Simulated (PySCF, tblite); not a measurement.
# A complex of hydrogen fluoride and 2 × ammonia

A gas-phase complex of hydrogen fluoride and 2 × ammonia; neutral, singlet. The structure comes from a short search (6 tight-binding starts) and was relaxed by PBE0-D3(BJ)/def2-TZVPD; another way of binding may lie lower. No frequency run checks that it is a minimum.

```csv
part,name,SMILES,atoms,charge,multiplicity
1,hydrogen fluoride,F,1–2,0,1
2,ammonia,N,3–6,0,1
3,ammonia,N,7–10,0,1
```

Coordinates in Å:
```
F1      0.226    0.151    0.158
H2     -0.684   -0.180   -0.027
N3     -1.985   -0.962   -0.393
H4     -2.627   -1.147    0.367
H5     -2.517   -0.597   -1.173
H6     -1.538   -1.839   -0.675
N7      0.361   -2.786   -0.882
H8      0.759   -1.912   -0.546
H9      0.670   -3.518   -0.254
H10     0.777   -2.978   -1.785
```

Contacts between parts, classed by geometry: H2···N3 1.561 Å (hydrogen bond, 169°); H6···N7 2.132 Å (hydrogen bond, 143°); H8···F1 2.244 Å (hydrogen bond, 143°).

Interaction energies are complex less parts, with the parts frozen as they stand in it; counterpoise-corrected, in kcal/mol (PySCF).

**Question.** How strongly do the parts interact, level by level?

**Answer.** 
```json
{"level": "wB97M-D3(BJ)/def2-TZVPD", "interaction": "-22.28", "superposition error removed": "-0.43"}
{"level": "PBE0-D3(BJ)/def2-TZVPD", "interaction": "-24.35", "superposition error removed": "-0.39"}
{"level": "RI-MP2/def2-TZVPD", "interaction": "-20.58", "superposition error removed": "-1.75"}
```

**Question.** What holds them together? Decompose the wB97M-D3(BJ)/def2-TZVPD energy: frozen parts, their antisymmetrised product, then relaxation.

**Answer.** electrostatic -39.0, Pauli repulsion +43.1, orbital relaxation -24.5, dispersion correction -2.2 kcal/mol, which sum to the value before the counterpoise correction; the Pauli term holds the exchange-correlation of the frozen density too. Of the attraction, 59 % is electrostatic, 37 % is orbital relaxation, 3 % is dispersion correction.

**Question.** Are the pair energies additive?

**Answer.** The pairs sum to -19.63 kcal/mol (1–2 -14.0, 1–3 -2.9, 2–3 -2.7); the rest of -2.65 is a many-body strengthening.

The parts were also relaxed and run alone, at the levels used for the complex: shieldings by PBE0/pcSseg-2; core levels by delta-SCF with SCAN, pcX-2 on the ionised atom and pcseg-1 elsewhere, spin-free X2C.

**Question.** How do these values change when the complex forms?

**Answer.** 
```
             property   alone  in the complex  change
       F1–H2 bond (Å)   0.921           0.985  +0.064
shielding of H2 (ppm)   29.16           18.59  -10.57
shielding of N3 (ppm)   263.7           242.2   -21.5
shielding of H6 (ppm)   31.61           26.69   -4.92
shielding of N7 (ppm)   263.7           254.7    -9.0
F1 1s core level (eV)  694.11          690.76   -3.36
N3 1s core level (eV)  405.54          405.90   +0.36
N7 1s core level (eV)  405.54          405.47   -0.07
```

Density functionals tend to overstate the lengthening and the red shift of so strongly bound an X–H bond.
